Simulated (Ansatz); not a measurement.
# Fluorite CeO2

All values below come from PBE in Ansatz (plane waves, PAW).

Run with plane-wave cutoff 520 eV, 8×8×8 k mesh, perturbation theory, force constants from a 4×4×4 q mesh, no spin polarisation, scalar-relativistic PAW data made under PBE.

Cell: relaxed at this level.

For fluorite CeO2, the electronic dielectric constant ε∞ is 7.86 and the static dielectric constant is 31.7. The zero-point energy is 0.053 eV/atom.

Measured, for comparison: high-frequency dielectric constant 5.31 (temperature not stated, no zero-point or thermal correction; as tabulated in Toward a consistent prediction of defect chemistry in CeO2 (PMC9835833)). Computed (rounded) less measured: high-frequency dielectric constant +48 %.

Spin–orbit coupling is not included.

Ansatz is a first-principles code.
